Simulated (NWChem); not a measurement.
All runs are NWChem calculations. System: O$_{2}$, charge 0, spin multiplicity 3, at the geometry of a parent with another charge or spin, in a state set for the comparison that need not be this species' ground state. Its SCF solution wasn't tested for a lower state. Level: UMP2/def2-TZVPD, 2 core orbitals frozen.

Input file:

```
start mol
memory heap 200 mb stack 900 mb global 1100 mb
geometry units angstroms nocenter noautoz
  O      0.000000     0.000000     0.660554
  O      0.000000     0.000000    -0.660554
  symmetry group D2h
end
basis spherical
  * library def2-tzvpd
end
scf
  uhf
  nopen 2
  maxiter 100
  thresh 1e-7
  semidirect memsize 60000000 filesize 0
  # guess.movecs holds the orbitals of an unrestricted PBE0 run
  vectors input guess.movecs output mol.movecs
end
mp2
  freeze core 2
end
task mp2 energy
```

Part of the output:

```
             Northwest Computational Chemistry Package (NWChem) 7.3.0
             --------------------------------------------------------

                                NWChem Input Module
                                -------------------

 Scaling coordinates for geometry "geometry" by  1.889725989
 (inverse scale =  0.529177249)

 Turning off AUTOSYM since
 SYMMETRY directive was detected!

                             Geometry "geometry" -> ""
                             -------------------------

 Output coordinates in angstroms (scale by  1.889725989 to convert to a.u.)

  No.       Tag          Charge          X              Y              Z
 ---- ---------------- ---------- -------------- -------------- --------------
    1 O                    8.0000     0.00000000     0.00000000     0.66055400
    2 O                    8.0000     0.00000000     0.00000000    -0.66055400

 Effective nuclear repulsion energy (a.u.)      25.6355604053

            Nuclear Dipole moment (a.u.)
            ----------------------------
        X                 Y               Z
 ---------------- ---------------- ----------------
     0.0000000000     0.0000000000     0.0000000000

      Symmetry information
      --------------------

 Group name             D2h
 Group number             26
 Group order               8
 No. of unique centers     1

      Symmetry unique atoms

     1


 Summary of "ao basis" -> "" (spherical)
 ------------------------------------------------------------------------------
       Tag                 Description            Shells   Functions and Types
 ---------------- ------------------------------  ------  ---------------------
 *                         def2-tzvpd                 on all atoms

 Summary of "ao basis" -> "ao basis" (spherical)
 ------------------------------------------------------------------------------
       Tag                 Description            Shells   Functions and Types
 ---------------- ------------------------------  ------  ---------------------
 O                         def2-tzvpd               14       40   6s4p3d1f

                                 NWChem SCF Module
                                 -----------------

  ao basis        = "ao basis"
  functions       =    80
  atoms           =     2
  alpha electrons =     9
  beta  electrons =     7
  charge          =   0.00
  wavefunction    = UHF
  use symmetry    = T
  symmetry adapt  = T

 Summary of "ao basis" -> "ao basis" (spherical)
 ------------------------------------------------------------------------------
       Tag                 Description            Shells   Functions and Types
 ---------------- ------------------------------  ------  ---------------------
 O                         def2-tzvpd               14       40   6s4p3d1f

      Symmetry analysis of basis
      --------------------------

        ag         18
        au          4
        b1g         4
        b1u        18
        b2g         9
        b2u         9
        b3g         9
        b3u         9

 Forming initial guess at       0.0s

   Symmetry analysis of molecular orbitals - initial alpha
   -------------------------------------------------------

  Numbering of irreducible representations:

     1 ag          2 au          3 b1g         4 b1u         5 b2g
     6 b2u         7 b3g         8 b3u

  Orbital symmetries:

     1 ag          2 b1u         3 ag          4 b1u         5 b2u
     6 b3u         7 ag          8 b3g         9 b2g        10 b1u
    11 ag         12 b2u        13 b3u        14 b1u        15 ag
    16 b3g        17 b2g        18 b1u        19 ag

   Symmetry analysis of molecular orbitals - initial beta
   ------------------------------------------------------

  Numbering of irreducible representations:

     1 ag          2 au          3 b1g         4 b1u         5 b2g
     6 b2u         7 b3g         8 b3u

  Orbital symmetries:

     1 ag          2 b1u         3 ag          4 b1u         5 ag
     6 b3u         7 b2u         8 b3g         9 b2g        10 b1u
    11 ag         12 b2u        13 b3u        14 ag         15 b1u
    16 b3g        17 b2g        18 b1u        19 ag

 Starting SCF solution at       0.1s

 ----------------------------------------------
         Quadratically convergent UHF

 Convergence threshold     :          1.000E-07
 Maximum no. of iterations :          100
 Integral*density screening:          1.000E-09
 ----------------------------------------------

              iter       energy          gnorm     gmax       time
             ----- ------------------- --------- --------- --------
                 1     -149.6336286501  5.14D-01  1.17D-01      0.3
                 2     -149.6474756797  1.04D-01  2.83D-02      0.3
                 3     -149.6496168580  1.04D-02  2.39D-03      0.3
                 4     -149.6496340488  4.41D-05  1.16D-05      0.4
                 5     -149.6496340491  3.36D-09  9.22D-10      0.5

       Final UHF  results
       ------------------

         Total SCF energy =   -149.649634049097
      One electron energy =   -256.863737085344
      Two electron energy =     81.578542630905
 Nuclear repulsion energy =     25.635560405342

                       Sz =      1.0000
                 Sz(Sz+1) =      2.0000
                      S^2 =      2.0613

        Time for solution =      0.5s

       Symmetry analysis of molecular orbitals - alpha
       -----------------------------------------------

  Numbering of irreducible representations:

     1 ag          2 au          3 b1g         4 b1u         5 b2g
[...]
   Bfn.  Coefficient  Atom+Function         Bfn.  Coefficient  Atom+Function
  ----- ------------  ---------------      ----- ------------  ---------------
     9      0.322410  1 O  pz                49     -0.322410  2 O  pz
    12      0.290756  1 O  pz                52     -0.290756  2 O  pz

 Vector    6  Occ=1.000000D+00  E=-5.309153D-01  Symmetry=b3u
              MO Center=  1.4D-15, -6.6D-18,  7.5D-17, r^2= 1.0D+00
   Bfn.  Coefficient  Atom+Function         Bfn.  Coefficient  Atom+Function
  ----- ------------  ---------------      ----- ------------  ---------------
     7      0.288745  1 O  px                47      0.288745  2 O  px
    10      0.277347  1 O  px                50      0.277347  2 O  px
    13      0.179639  1 O  px                53      0.179639  2 O  px

 Vector    7  Occ=1.000000D+00  E=-5.309153D-01  Symmetry=b2u
              MO Center= -2.5D-17, -1.1D-15,  7.6D-17, r^2= 1.0D+00
   Bfn.  Coefficient  Atom+Function         Bfn.  Coefficient  Atom+Function
  ----- ------------  ---------------      ----- ------------  ---------------
     8      0.288745  1 O  py                48      0.288745  2 O  py
    11      0.277347  1 O  py                51      0.277347  2 O  py
    14      0.179639  1 O  py                54      0.179639  2 O  py

 Vector    8  Occ=0.000000D+00  E= 5.159820D-02  Symmetry=b3g
              MO Center=  1.7D-32,  1.3D-18,  2.2D-16, r^2= 2.3D+00
   Bfn.  Coefficient  Atom+Function         Bfn.  Coefficient  Atom+Function
  ----- ------------  ---------------      ----- ------------  ---------------
    17      0.549315  1 O  py                57     -0.549315  2 O  py
    14      0.334309  1 O  py                54     -0.334309  2 O  py
     8      0.296761  1 O  py                48     -0.296761  2 O  py
    11      0.280730  1 O  py                51     -0.280730  2 O  py

 Vector    9  Occ=0.000000D+00  E= 5.159820D-02  Symmetry=b2g
              MO Center= -7.8D-18, -3.7D-18,  1.9D-17, r^2= 2.3D+00
   Bfn.  Coefficient  Atom+Function         Bfn.  Coefficient  Atom+Function
  ----- ------------  ---------------      ----- ------------  ---------------
    16      0.549315  1 O  px                56     -0.549315  2 O  px
    13      0.334309  1 O  px                53     -0.334309  2 O  px
     7      0.296761  1 O  px                47     -0.296761  2 O  px
    10      0.280730  1 O  px                50     -0.280730  2 O  px

 Vector   10  Occ=0.000000D+00  E= 8.413741D-02  Symmetry=b1u
              MO Center= -4.1D-20,  3.3D-32,  2.5D-15, r^2= 1.4D+01
   Bfn.  Coefficient  Atom+Function         Bfn.  Coefficient  Atom+Function
  ----- ------------  ---------------      ----- ------------  ---------------
     6      5.479973  1 O  s                 46     -5.479973  2 O  s
    18     -1.993655  1 O  pz                58     -1.993655  2 O  pz
     5      1.135464  1 O  s                 45     -1.135464  2 O  s
    15     -1.121508  1 O  pz                55     -1.121508  2 O  pz
    31      0.318200  1 O  d  0              71     -0.318200  2 O  d  0

 center of mass
 --------------
 x =   0.00000000 y =   0.00000000 z =   0.00000000

 moments of inertia (a.u.)
 ------------------
          49.845518910448           0.000000000000           0.000000000000
           0.000000000000          49.845518910448           0.000000000000
           0.000000000000           0.000000000000           0.000000000000

  Mulliken analysis of the total density
  --------------------------------------

    Atom       Charge   Shell Charges
 -----------   ------   -------------------------------------------------------
    1 O    8     8.00   0.80  1.18  0.63  0.99  0.33  0.00  1.68  1.75  0.58  0.01  0.00  0.04 -0.00  0.00
    2 O    8     8.00   0.80  1.18  0.63  0.99  0.33  0.00  1.68  1.75  0.58  0.01  0.00  0.04 -0.00  0.00

  Mulliken analysis of the alpha density
  --------------------------------------

    Atom       Charge   Shell Charges
 -----------   ------   -------------------------------------------------------
    1 O    8     4.50   0.40  0.59  0.34  0.51  0.14 -0.00  1.14  1.09  0.28  0.00  0.00  0.02 -0.01  0.00
    2 O    8     4.50   0.40  0.59  0.34  0.51  0.14 -0.00  1.14  1.09  0.28  0.00  0.00  0.02 -0.01  0.00

   Mulliken analysis of the beta density
   -------------------------------------

    Atom       Charge   Shell Charges
 -----------   ------   -------------------------------------------------------
    1 O    8     3.50   0.40  0.59  0.29  0.48  0.19  0.00  0.54  0.66  0.30  0.01  0.00  0.02  0.01  0.00
    2 O    8     3.50   0.40  0.59  0.29  0.48  0.19  0.00  0.54  0.66  0.30  0.01  0.00  0.02  0.01  0.00

   Mulliken analysis of the spin density
   -------------------------------------

    Atom       Charge   Shell Charges
 -----------   ------   -------------------------------------------------------
    1 O    8     1.00   0.00 -0.00  0.04  0.03 -0.04 -0.01  0.60  0.43 -0.02 -0.01 -0.00 -0.01 -0.02 -0.00
    2 O    8     1.00   0.00 -0.00  0.04  0.03 -0.04 -0.01  0.60  0.43 -0.02 -0.01 -0.00 -0.01 -0.02 -0.00

       Multipole analysis of the density wrt the origin
       ------------------------------------------------

     L   x y z        total         alpha         beta         nuclear
     -   - - -        -----         -----         ----         -------
     0   0 0 0     -0.000000     -9.000000     -7.000000     16.000000

     1   1 0 0     -0.000000      0.000000     -0.000000      0.000000
     1   0 1 0      0.000000      0.000000      0.000000      0.000000
     1   0 0 1      0.000000      0.000000      0.000000      0.000000

     2   2 0 0     -7.681842     -4.148641     -3.533201      0.000000
     2   1 1 0      0.000000      0.000000      0.000000      0.000000
     2   1 0 1      0.000000      0.000000      0.000000      0.000000
     2   0 2 0     -7.681842     -4.148641     -3.533201      0.000000
     2   0 1 1      0.000000     -0.000000      0.000000      0.000000
     2   0 0 2     -7.494051    -18.199190    -14.225551     24.930691

                   NWChem MP2 Semi-direct Energy/Gradient Module
                   ---------------------------------------------

  Basis functions       =     80
  Molecular orbitals    =     80
  Frozen core           =      2
  Frozen virtuals       =      0
  Active alpha occupied =      7
  Active beta occupied  =      5
  Active alpha virtual  =     71
  Active beta virtual   =     73
  Use MO symmetry       = T
  Use skeleton AO sym   = T

  AO/Fock/Back tols     =   1.0D-09  1.0D-09  1.0D-09

 GA uses MA = F    GA memory limited = T

 Available:
  local mem=  1.26D+08
 global mem=  1.44D+08
 local disk=  0.00D+00
  mp2_memr nvloc                    71
  nvloc new                    71
   1 passes of   7:        4194304                      37896                   5480905.
   1 passes of   7: M    126153583           G      144166400           F     121959279.

 Semi-direct pass number   1 of   1  for UHF alpha       at        0.6s
  vrange nnbf                  3237
  mp2_eaftype                    20  avail_ma_in_mb                  1099
 EAF : mp2_eaftype filesize          20    2740453.
  mp2_eaf for mointskh                     20
Node 0 wrote     12.9 Mb in      0.0 s     Agg I/O rate:  1842.8 Mb/s
 Done moints_semi at        1.3s
  mp2_eaftype                    20  avail_ma_in_mb                  1079
 EAF : mp2_eaftype filesize          20    2740453.
  mp2_eaf for kh                    20
 Done maket at        1.4s
 Done multipass loop at        1.4s

 GA uses MA = F    GA memory limited = T

 Available:
  local mem=  1.26D+08
 global mem=  1.44D+08
 local disk=  0.00D+00
  mp2_memr nvloc                    73
  nvloc new                    73
   1 passes of   5:        4194304                      31298                   4028140.
   1 passes of   5: M    126153583           G      144166400           F     121959279.

 Semi-direct pass number   1 of   1  for UHF beta        at        1.4s
  vrange nnbf                  3237
  mp2_eaftype                    15  avail_ma_in_mb                  1099
 EAF : mp2_eaftype filesize          15    2014070.
  mp2_eaf for mointskh                     15
Node 0 wrote      9.5 Mb in      0.0 s     Agg I/O rate:  2148.3 Mb/s
 Done moints_semi at        2.1s
  mp2_eaftype                    15  avail_ma_in_mb                  1084
 EAF : mp2_eaftype filesize          15    2014070.
  mp2_eaf for kh                    15
 Done maket at        2.2s
 Done multipass loop at        2.2s

          -------------------------------------------
          SCF energy                -149.649634049097
          Correlation energy          -0.459821068497
          Singlet pairs                0.000000000000
          Triplet pairs                0.000000000000
          Total MP2 energy          -150.109455117594
          -------------------------------------------

          ---------------------------------------------------
                    Spin Component Scaled (SCS) MP2
          Same spin pairs                     -0.135905437395
          Same spin scaling factor             0.333333333333
          Opposite spin pairs                 -0.323915631102
          Opposite spin scaling fact.          1.200000000000
          SCS-MP2 correlation energy          -0.434000569787
          Total SCS-MP2 energy              -150.083634618884
          ---------------------------------------------------

 -----------------------
 Performance information
 -----------------------

 Timer overhead =  1.54D-07 seconds/call

               Nr. of calls         CPU time (s)                 Wall time (s)                GFlops
             ---------------    -------------------     ------------------------------   -------------------
Name         Min   Avg   Max    Min     Avg     Max     Min     Avg     Max   Mx/calls   Min     Max     Sum
mp2: moin     2     2     2    1.5     1.5     1.5      1.5     1.5     1.5    0.73      0.0     0.0     0.0
mp2: make     2     2     2   8.22E-2 8.22E-2 8.22E-2  8.22E-2 8.22E-2 8.22E-2 4.11E-2   0.0     0.0     0.0
mp2: tota     1     1     1    1.6     1.6     1.6      1.6     1.6     1.6     1.6      0.0     0.0     0.0

 The average no. of pstat calls per process was 5.00D+00
 with a timing overhead of 7.72D-07s

 Task  times  cpu:        2.1s     wall:        2.1s

 Total times  cpu:        2.2s     wall:        2.2s
```
